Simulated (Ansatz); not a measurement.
# C₄H₆O₂: up Jacob's ladder to CCSD(T)

One table from this session's results is given with a row withheld; the runs are named, their logs left out.

Method: functionals in def2-TZVPP, the program's frozen cores in correlated methods; program: Ansatz 0.2.0, Gaussian basis.

Plan: PBE-D4, r2SCAN-D4, PBE0-D4, B3LYP-D4, ωB97X-V, ωB97M-V, B2PLYP; CCSD(T)/def2-TZVPP; MP2/def2-QZVPP; extrapolation to the limit.

### The geometry

All runs share one geometry, relaxed beforehand with PBE0-D4 in a triple-zeta def2 set.

SMILES `C=CCC(=O)O`, 12 atoms, charge 0, spin multiplicity 1.

Atoms are counted from 1 here; the program's logs count them from 0.

Bond lengths: C1–C2 1.324 Å, C1–H7 1.084 Å, C1–H8 1.082 Å, C2–C3 1.496 Å, C2–H9 1.088 Å, C3–C4 1.503 Å, C3–H10 1.094 Å, C3–H11 1.099 Å, C4–O5 1.200 Å, C4–O6 1.346 Å, O6–H12 0.968 Å. Angles: C2–C1–H7 120.0°, C2–C1–H8 122.2°, H7–C1–H8 117.8°, C1–C2–C3 128.2°, C1–C2–H9 118.7°, C3–C2–H9 113.1°, C2–C3–C4 117.9°, C2–C3–H10 110.1°, C2–C3–H11 109.3°, C4–C3–H10 108.3°, C4–C3–H11 105.8°, H10–C3–H11 104.7°, C3–C4–O5 127.1°, C3–C4–O6 110.8°, O5–C4–O6 122.1°, C4–O6–H12 106.4°.

The first run:

File in.yaml:

```yaml
crystal:
  periodic: [false, false, false]
  atoms:
    - {symbol: C, position_ang: [-0.591446, 1.000257, 1.525414]}
    - {symbol: C, position_ang: [-1.147883, 0.455647, 0.454225]}
    - {symbol: C, position_ang: [-0.489628, -0.343077, -0.626222]}
    - {symbol: C, position_ang: [0.991822, -0.573784, -0.525909]}
    - {symbol: O, position_ang: [1.643196, -0.669822, 0.477308]}
    - {symbol: O, position_ang: [1.536759, -0.713472, -1.748848]}
    - {symbol: H, position_ang: [-1.197563, 1.571761, 2.218649]}
    - {symbol: H, position_ang: [0.460543, 0.885867, 1.750836]}
    - {symbol: H, position_ang: [-2.215466, 0.590660, 0.294621]}
    - {symbol: H, position_ang: [-0.701997, 0.100672, -1.602974]}
    - {symbol: H, position_ang: [-0.945146, -1.342423, -0.668116]}
    - {symbol: H, position_ang: [2.474709, -0.907487, -1.609884]}
basis:
  gaussian: {orbitals: def2-TZVPP}
hamiltonian: {xc: pbe, dispersion: d4}
output: {forces: true, orbitals: {seedname: orbitals}}
```

Started as:

```
$ ansatz run in.yaml --threads 4 --pin off --events-out ev --progress --plain --max-ram 10444MiB
```

Among the steps run: PBE-D4 (GGA); r2SCAN-D4 (meta-GGA); PBE0-D4 (hybrid); B3LYP-D4 (hybrid); ωB97X-V (range-separated); ωB97M-V (range-separated); B2PLYP (double hybrid); CCSD(T) in def2-TZVPP; MP2 in def2-QZVPP.

One table of the session follows, with a row left open; its other results are not shown here.

It belongs to the step «Atomisation energies». 

| method | atoms, summed (eV) | atomisation energy (eV) |
| --- | --- | --- |
| PBE-D4 | -8277.729 | 55.736 |
| r2SCAN-D4 | -8284.465 | 54.141 |
| PBE0-D4 | -8279.470 | 54.300 |
| B3LYP-D4 | -8289.769 | 53.860 |
| ωB97X-V | -8286.579 | 53.902 |
| ωB97M-V | -8285.991 | 54.052 |
| B2PLYP | -8283.244 | 53.406 |
| HF/def2-TZVPP | ? | ? |
| MP2/def2-TZVPP | -8270.841 | 53.807 |
| CCSD/def2-TZVPP | -8273.966 | 51.478 |
| CCSD(T)/def2-TZVPP | -8274.342 | 52.457 |
| MP2/CBS | -8273.669 | 55.165 |
| CCSD(T)/CBS | -8277.170 | 53.815 |

Q: Estimate the row for HF/def2-TZVPP from the others.

**Answer.** atoms, summed (eV): -8255.935; atomisation energy (eV): 38.470. In the column «atoms, summed (eV)» it is the highest.
